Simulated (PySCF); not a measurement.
Ethynylaluminium, C2HAl (singlet state).
SMILES: `C#[C][Al]`

The closed-shell ground state was solved at several levels (PySCF, density fitting, gas phase, non-relativistic). Geometry: PBE0-D3(BJ)/def2-TZVP; no solvent, vibrations or thermal averaging.

```
           level  basis functions  total energy (Eh)  HOMO (eV)  LUMO (eV)  gap (eV)  dipole (D)
wB97X-D/pcSseg-2              129          -319.1514      -8.19      -0.25      7.94        0.79
    KT3/pcSseg-2              129          -322.5387      -5.43      -2.51      2.92        0.68
  B97-2/pcSseg-2              129          -319.1652      -6.15      -1.88      4.27        0.80
```

**Question.** What might PBE0/pcSseg-2 (129 basis functions) give for the same quantities?

**Answer.** Total energy -318.9756 Eh, HOMO -6.37 eV, LUMO -1.87 eV, gap 4.50 eV, dipole 0.80 D.

**Question.** Over all these levels, which gives the widest orbital gap and which the narrowest?

**Answer.** wB97X-D/pcSseg-2 (range-separated hybrid) has the widest, 7.94 eV, and KT3/pcSseg-2 (GGA) the narrowest, 2.92 eV. From the narrowest to the widest the HOMO moves by -2.76 eV and the LUMO by +2.26 eV.

**Question.** In the pcSseg-2 basis, how does the gap go with the fixed share of exact exchange?

**Answer.** KT3 (0 %) 2.92 eV; B97-2 (21 %) 4.27 eV; PBE0 (25 %) 4.50 eV. Each rise in the share widens the gap here.

**Question.** How far do the dipole and the HOMO energy spread over the levels?

**Answer.** The dipole runs from 0.68 to 0.80 D (mean 0.77 D) and the HOMO from -8.19 to -5.43 eV.

wB97X-D is run here without its empirical dispersion term; that term would change no orbital, density or response property at a fixed geometry.
